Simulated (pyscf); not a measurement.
Optimised with ωB97X-D3(BJ)/def2-SVP in PySCF.

Problem. HB=N• + hydrogen (H₂) -> HB=NH + H atom (H•)
Surface: doublet. Broken: H–H. Formed: H–N. Give ΔE‡ and ΔE from B3LYP-D3(BJ)/def2-TZVP, relative to the separated reactants.

Solution. ΔE‡ = 0.02 eV, ΔE = -1.04 eV. ωB97M-D3(BJ)/def2-TZVP gives 0.14 eV and -1.15 eV. Zero-point energy shifts the barrier by +0.01 eV. It is a hydrogen abstraction, with an imaginary mode of 720i cm⁻¹. HB=N• lies 0.67 eV over its isomer [B=NH]• (electronic energy, ωB97M-D3(BJ)/def2-TZVP). One saddle was located; it need not be the lowest between these sides. The angle at the transferred H is 156°. The term symbol of open-shell HB=N• was not checked; spin-orbit terms are left out.
